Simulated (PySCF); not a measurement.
Isomers C4H5F:

A. SMILES CC#CCF
B. `FCC1=CC1`
C. SMILES C(C=C)(=C)F

Spectrum 1. ¹³C{¹H} NMR (computed): δ 124.3 (C, d, J = 22.8 Hz), 109.0 (CH, d, J = 8.4 Hz), 82.5 (CH2, d, J = 251.2 Hz), 10.3 (CH2, d, J = 8.5 Hz).

Spectrum 2. ¹³C{¹H} NMR (computed): δ 92.1 (C, d, J = 10.9 Hz), 79.9 (C, d, J = 19.8 Hz), 71.3 (CH2, d, J = 241.1 Hz), 4.8 (CH3).

Spectrum 3. ¹³C{¹H} NMR (computed): δ 170.8 (C, d, J = 325.6 Hz), 137.0 (CH, d, J = 25.1 Hz), 124.8 (CH2, d, J = 3.8 Hz), 99.9 (CH2, d, J = 23.1 Hz).

- geometry from PBE0-D3(BJ)/def2-SVP
- spin–spin couplings from B3LYP/pcJ-1 (spin–dipole term left out of most H,H and C,H couplings)
- σ from GIAO-PBE0/pcSseg-1
- program: PySCF 2.14
- non-relativistic, fast rotation and ring inversion assumed for equivalent nuclei, no solvent model, single conformer

Chemical shifts δ = σref − σ; ¹³C (σ = 184.41 ppm) vs TMS, all at this level. One-bond C–F couplings are unscaled and too large by tens of Hz. Shifts are as computed. Against solution values, carbons near 30 ppm lie about +2 ppm off and those near 130 ppm about +5 ppm. Of 1211 compounds with measured shifts, 218 miss one by over three times the rms of a fit or turn the order of signals round; such compounds aren't used in these exercises.

Problem. Which spectrum belongs to which compound?

Solution. 1–B, 2–A, 3–C.

- Spectrum 1 (B): 4 ¹³C signals; δC 124.3 is a fully substituted alkene carbon; δC 109.0 is an alkene CH.
- Spectrum 2 (A): 4 ¹³C signals; δC 92.1 is an alkyne carbon; δC 79.9 is an alkyne carbon.
- Spectrum 3 (C): 4 ¹³C signals; δC 137.0 is an alkene CH; δC 124.8 is a terminal =CH2 carbon.
